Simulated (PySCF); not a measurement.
acetamide cation (C2H5NO), SMILES NC(C)=O (connectivity only; charge and spin as stated), charge +1, multiplicity 2.

The structure is a stationary point at B3LYP-D3(BJ)/def2-SVP. The multiplicity is an assumed one; other spin states were not compared. One conformer was computed; it need not be the lowest.

Two levels are set side by side: PBE/def2-TZVPD (PySCF) and M06-2X/def2-TZVPD (PySCF). Same geometry, gas phase. Differences are taken from unrounded values.

```json
[
 {"quantity": "α-spin orbital gap (eV)", "M06-2X": "11.53", "PBE": "6.35", "PBE minus M06-2X": "-5.19"},
 {"quantity": "β-spin orbital gap (eV)", "M06-2X": "6.95", "PBE": "0.95", "PBE minus M06-2X": "-6.00"},
 {"quantity": "mean polarisability (bohr³)", "M06-2X": "33.3", "PBE": "35.6", "PBE minus M06-2X": "2.3"}
]
```

Loosely held outer electrons make PBE densities more polarisable. Differences between two approximate levels are no errors against the true value.

Rough cost on one machine, each run with all the roots and properties that it gave: M06-2X against PBE about 3 times.
